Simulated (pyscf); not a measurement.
HO–B(F)–F + H• → •O–B(F)–F + H₂, a hydrogen abstraction (doublet surface; H–O broken, H–H formed). PySCF, gas phase, ωB97X-D3(BJ)/def2-SVP geometries. Energies in eV from the separated reactants.

Small-basis levels: PySCF, no dispersion term, spherical d functions. AM1 to PM7: differences of heats of formation from MOPAC, which are fitted to 298 K values and so differ in kind from electronic energies by zero-point and thermal terms. GFN2-xTB: tblite. Open shells are spin-unrestricted. 

```json
[
 {"level": "SVWN5/6-31G*", "barrier": "0.47", "reaction energy": "+0.90"},
 {"level": "BP86/6-31G*", "barrier": "0.40", "reaction energy": "+0.35"},
 {"level": "PBE/6-31G*", "barrier": "0.53", "reaction energy": "+0.53"},
 {"level": "GFN2-xTB", "barrier": "1.12", "reaction energy": "+2.16"},
 {"level": "AM1", "barrier": "0.68", "reaction energy": "+0.33"},
 {"level": "PM6", "barrier": "-0.63", "reaction energy": "-0.49"},
 {"level": "PM7", "barrier": "-0.93", "reaction energy": "-1.13"},
 {"level": "ωB97M-D3(BJ)/def2-TZVP", "barrier": "0.92", "reaction energy": "+0.72"}
]
```

Against the last row the barrier runs from -1.84 (PM7) to +0.20 eV (GFN2-xTB). At SVWN5/6-31G*, GFN2-xTB, PM6, PM7 this geometry lies under one side, so the entry may be no barrier of that level: it is a single point on another level's saddle. ωB97M-D3(BJ)/def2-TZVP has limits of its own. This is the saddle that the search found; another between the same sides may lie lower. The angle at the transferred H is 161°.
